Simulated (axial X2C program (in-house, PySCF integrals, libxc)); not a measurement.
# A two-component session on BH⁺: properties at the nuclei

Aim: properties at the nuclei of BH⁺, with spin–orbit coupling in the Hamiltonian from the start.

Program: an in-house X2C program for linear molecules on PySCF integrals. Level of theory: two-component X2C with atomic mean-field terms, B dyall-v3z, H dyall-v3z. These are calculated values, not measurements.

### 1 Input

Input file task.json:

```json
{"zs": [5, 1], "q": 1, "bas": ["dyall-v3z", "dyall-v3z"], "r0": 1.17, "levels": ["PBE0", "HF", "BP86", "PBE", "r2SCAN"], "nst": 3}
```

Keys: zs atomic numbers; q charge; bas basis sets; r0 starting distance in Å; levels methods (HF also brings MP2); nst determinants followed.

The run is started by

```sh
$ python soeom.py task.json out
```

The runs that follow: Expectation values, lowest determinant.

Q: Predict the outcome of this session. Wanted: lowest state; Eeff magnitude; Ws magnitude B; A∥/gI B; qzz B.

The runs gave:

| quantity | value |
| --- | --- |
| lowest state | Ω = 1/2 (unpaired: ω = 1/2) |
| Eeff magnitude (GV/cm), PBE0 | 0.012 |
| Ws magnitude B (kHz), PBE0 | 0.00944 |
| A∥/gI B (MHz), PBE0 | 568 |
| qzz B (a.u.), PBE0 | -0.71 |

What this shows: In the first state, the effective field runs from 0.0118 to 0.0127 GV/cm over the mean-field levels. The expectation values come from single determinants. Eeff is the effective electric field on the electron dipole moment in this Ω state and Ws the scalar–pseudoscalar constant (defined with the proton number Z and per Ω); A∥ is the parallel hyperfine constant, which follows by multiplying with the nuclear g factor gI = μI/(I μN); qzz is the electric field gradient, eQq0 = 234.96 MHz × Q/barn × qzz. The operators were transformed with the bare-nucleus X2C matrices.
